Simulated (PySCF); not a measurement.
These are PBE0-D3(BJ)/def2-TZVP run with PySCF 2.14.0 values and carry that method's errors. Gas-phase values, no solvent. One relaxed conformer stands for a flexible species; it need not be the lowest. 

Reference species (SMILES): `[F][Al]([F])[F]` (neutral, multiplicity 1).

```yaml
S1 oscillator strength: 0.000
HOMO–LUMO gap: 10.23 eV
```

Changed species: `[OH][Al]([OH])[F]` (H–O–Al–F torsion 180°, F–Al–O–H torsion 0°) (2 of 3 F replaced by OH; the reference has 0 of 3 F replaced by OH).

Question: Give the shifts of the S1 oscillator strength and HOMO–LUMO gap.

Answer: the S1 oscillator strength hardly moves; the HOMO–LUMO gap drops by 1.61 eV, to 8.62 eV.
